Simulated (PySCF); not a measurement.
# Name the molecule from its bond curve

A diatomic of charge 0 contains O. Its doublet curve at PBE0 in a triple-zeta basis (spin-free X2C with a Gaussian nucleus, PySCF), in eV from the separated fragments:

R (Å), E (eV) and a bar:
```
    1.146     -1.235 ##########################
    1.200     -1.856 ###########
    1.253     -2.199 ####
    1.293     -2.321 #
    1.333     -2.354 
    1.373     -2.319 #
    1.426     -2.191 ####
    1.493     -1.940 ##########
    1.573     -1.563 ##################
    1.680     -1.048 ##############################
```

The fit gives ωe = 1168 cm⁻¹ and the rotational constant Bₑ = 1.096 cm⁻¹.

Q: Which atom is the partner?

A: The minimum lies at 1.331 Å, so the reduced mass is 16.8576 u Å² cm⁻¹/(Bₑ·Re²) = 8.682 u. With O at 15.99 u the partner weighs about 19.0 u: F. The molecule is OF.

The state is the lowest determinant that a PBE0 search found; another state may lie lower at other levels.
